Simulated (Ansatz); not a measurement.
This geometry of AlBH$_{5}$S (8 atoms, charge 1, multiplicity 1) is a first-order saddle point.

Computed with RKS revPBE/def2-SVP in Ansatz 0.2.0.

```xyz
8
Properties=species:S:1:pos:R:3
B -0.618 1.047 -1.545
Al 0.346 0.767 0.374
S -0.178 -1.439 1.459
H -0.445 2.111 -2.099
H -1.299 0.183 -2.052
H 1.253 1.403 1.507
H -0.120 -2.315 0.410
H 1.061 -1.757 1.946
```

(1) Which two structures does it join? (They come from a converged band through this point; their orientation in space is the band's.)

(2) How far does it lie above each of them?

Answers

(1) No bond is made or broken. The dihedral H4–B1–Al2–S3 goes from -92 to 88°. The two ends are copies of one structure, up to a mirror image or an exchange of like atoms.

Image 0:

```xyz
8
Properties=species:S:1:pos:R:3
B -0.989 1.031 -1.281
Al -0.031 0.752 0.610
S 0.450 -1.687 1.011
H -0.330 1.260 -2.274
H -2.197 0.955 -1.362
H 0.499 1.375 1.968
H 0.891 -2.103 -0.216
H 1.706 -1.582 1.545
```

Image 10:

```xyz
8
Properties=species:S:1:pos:R:3
B -0.992 1.031 -1.279
Al -0.028 0.754 0.609
S 0.452 -1.686 1.009
H -2.201 0.958 -1.360
H -0.334 1.260 -2.273
H 0.503 1.373 1.967
H 0.893 -2.108 -0.216
H 1.707 -1.582 1.544
```

(2) 6.8 kJ/mol above the first and 6.8 kJ/mol above the second. This is the barrier of this one path; another mechanism may lie lower. Limits of this set-up: the dipole of an ion depends on the origin.

Time of the run: 95 s on 1 thread of Arm Neoverse V1 (shared host), peak memory 0.13 GiB.
